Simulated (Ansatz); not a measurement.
Candidates: hcp Hf, hcp Lu, α-phase B, hcp Zr, hcp Tl, hcp Ti. Level: r²SCAN+rVV10 in Ansatz (PAW).

Ansatz's runs of these crystals have no spin polarisation. Meta-GGAs and exact exchange favour moments, which can bear on hcp Ti.

Spin–orbit coupling is left out, also for the solids with elements from indium on (hcp Hf, hcp Lu, hcp Tl); its size isn't shown.

Ansatz's density-functional and Hartree–Fock values are scalar-relativistic unless marked +SOC, with PAW data made under PBE.

Question: Which of them have a computed c axis length between 5.3 and 9 Å?

Answer: hcp Lu, hcp Tl. The values: hcp Hf 5.025 Å; hcp Lu 5.436 Å; α-phase B 12.505 Å; hcp Zr 5.137 Å; hcp Tl 5.503 Å; hcp Ti 4.626 Å.

Ansatz is a program for electronic structure.
